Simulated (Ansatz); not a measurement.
# CHSi₂+ (quintet): wave-function methods side by side, cc-pVDZ

The task here is to estimate one member of a computed series from the others.

Method: cc-pVDZ, core rule «outside noble gas», up to 11 orbitals frozen; program: Ansatz 0.2.0, Gaussian basis.

To be run: UHF; CCSD(T) on ROHF; CCSD(T) on UHF; BCCD(T) on ROHF; CISD; CCSDT(Q) on ROHF; CCSDT(Q) on UHF; CASSCF and NEVPT2, 12 electrons in 11 orbitals.

27 further runs of the same task are left out: 1 for a known fault of the program, 11 that didn't finish, 15 set aside as unsound or not needed.

## The geometry

The geometry is a PBE0/def2-TZVP stationary point (not a proven minimum) of the parent state, kept for this charge and spin.

4 atoms, charge 1, spin multiplicity 5.

Atoms are counted from 1 here; the program's logs count them from 0.

Bond lengths: C1–Si2 1.685 Å, C1–H4 1.075 Å, Si2–Si3 2.242 Å. Angles: Si2–C1–H4 180.0°, C1–Si2–Si3 180.0°.

The first run:

Contents of in.yaml:

```yaml
crystal:
  periodic: [false, false, false]
  atoms:
    - {symbol: C, position_ang: [0.000000, 0.000000, 1.134195]}
    - {symbol: Si, position_ang: [0.000000, 0.000000, -0.550583]}
    - {symbol: Si, position_ang: [0.000000, 0.000000, -2.792583]}
    - {symbol: H, position_ang: [0.000000, 0.000000, 2.208970]}
basis:
  gaussian: {orbitals: cc-pVDZ}
total_charge: 1
magnetization: {spin_polarized: true, initial_magnetization: 4}
hamiltonian: {xc: hf}
output: {orbitals: {seedname: orbitals}}
```

On the command line:

```bash
ansatz run in.yaml --threads 1 --pin off --events-out ev --progress --plain --max-ram 2393MiB
```

Steps of the session up to this table: UHF; CCSD(T) on ROHF; CCSD(T) on UHF; BCCD(T) on ROHF; CISD; CCSDT(Q) on ROHF; CCSDT(Q) on UHF; CASSCF and NEVPT2, 12 electrons in 11 orbitals.

One of the session's tables, all rows but one given; the rest of the session is left out.

| method | from RCCSDT(Q) (meV) |
| --- | --- |
| ROHF | +7244.5 |
| UHF | +6895.5 |
| RMP2 | +1539.0 |
| UMP2 | +1566.9 |
| CISD | +988.5 |
| RCCSD | +350.3 |
| UCCSD | +343.3 |
| RCCSD(T) | +79.6 |
| UCCSD(T) | +81.1 |
| BCCD(T) | +80.2 |
| RCCSDT | +20.9 |
| UCCSDT | ? |
| RCCSDT(Q) | 0 |
| UCCSDT(Q) | -1.7 |
| CASSCF frontier | +5616.8 |
| NEVPT2 frontier | +1365.8 |

Estimate the missing values for UCCSDT.

The run gave: from RCCSDT(Q) (meV): +19.4. In the column «from RCCSDT(Q) (meV)» it lies between RCCSDT(Q) (0) and RCCSDT (+20.9).

To keep in mind: Restricted and unrestricted rows rest on different reference determinants; where their highest levels disagree by more than a few hundredths of an eV, they describe different states and don't form one ladder.
